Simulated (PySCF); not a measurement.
Calculation: PBE-D3(BJ)/def2-TZVP // r2SCAN-D4/def2-SVP run with PySCF. Isolated molecules, 0 K electronic values unless said otherwise. 

Reference species (SMILES): `[OH]` (neutral, multiplicity 2).

| Quantity | Value |
|---|---|
| dipole moment | 1.73 D |
| highest occupied spin orbital | -7.16 eV |

Changed species: `C[N]C` (free radical N(CH3)2; the reference has free radical OH).

Task: What does the change do to the dipole moment and highest occupied spin orbital?

Result: the dipole moment hardly moves; the highest occupied spin orbital goes up by 1.61 eV, to -5.55 eV.
